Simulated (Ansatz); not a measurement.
This geometry of C2H4N2O (9 atoms, charge 0, multiplicity 1) is a first-order saddle point.

The calculation used RKS PBE0-D4/6-31G* in Ansatz.

```xyz
9
Properties=species:S:1:pos:R:3
N -1.532 0.096 0.279
C -0.263 -0.515 0.218
N 0.985 0.079 1.004
C 0.916 0.150 -0.245
O 1.579 0.723 -1.266
H -1.467 1.108 0.268
H -2.043 -0.187 1.109
H -0.320 -1.603 0.233
H 2.234 0.103 -1.616
```

Question: Which two structures does it join? (They come from a converged band through this point; their orientation in space is the band's.)

Answer: No bond is made or broken. The dihedral N3–C4–O5–H9 goes from 1 to 179°.

First end point:

```xyz
9
Properties=species:S:1:pos:R:3
N -1.493 0.258 0.362
C -0.340 -0.545 0.221
N 1.057 -0.125 0.831
C 0.852 -0.101 -0.410
O 1.453 0.222 -1.547
H -1.269 1.247 0.315
H -1.958 0.077 1.247
H -0.562 -1.610 0.290
H 2.349 0.530 -1.326
```

Last end point:

```xyz
9
Properties=species:S:1:pos:R:3
N -1.394 0.304 0.299
C -0.227 -0.502 0.285
N 1.073 -0.089 1.056
C 1.034 -0.044 -0.199
O 1.828 0.326 -1.199
H -1.153 1.289 0.365
H -1.976 0.075 1.099
H -0.460 -1.567 0.306
H 1.362 0.162 -2.031
```

Question: How far does it lie above each of them?

Answer: 34.6 kJ/mol above the first and 28.6 kJ/mol above the second. This is the barrier of this one path; another mechanism may lie lower.

The run took 93 s on 1 thread of Arm Neoverse V2, with other jobs on the host, peak memory 0.16 GiB.
